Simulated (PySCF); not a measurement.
Method: PBE/[Cl def2-SVP, F def2-SVP], no relativity, density fitting, PySCF.

Each entry is the lowest minimum that a search over a few typed start shapes (and spin states, where more than one is plausible) found, or that minimum re-optimised at the stated level; isomers with ligand–ligand bonds, or fragments after loss of a ligand pair, can lie lower. Open shells are unrestricted.

ClF₄ is a doublet of C4v symmetry with Cl–F 1.769 Å (×4); F–Cl–F 89.2° (×4), F–Cl–F 166.5° (×2). Its wavenumbers are 131, 251 (×2), 290, 318, 415, 512, 603 (×2) cm⁻¹.

Q: What changes when one electron is removed, giving ClF₄⁺?

A: It costs 11.50 eV between the minima (11.57 eV with zero-point energy). ClF₄⁺ is a singlet of C2v symmetry with Cl–F 1.626 Å (×2), Cl–F 1.666 Å (×2); F–Cl–F 88.6° (×4), F–Cl–F 106.9°, F–Cl–F 175.3°; wavenumbers 134, 302, 393, 412, 444, 540, 694, 718, 815 cm⁻¹.
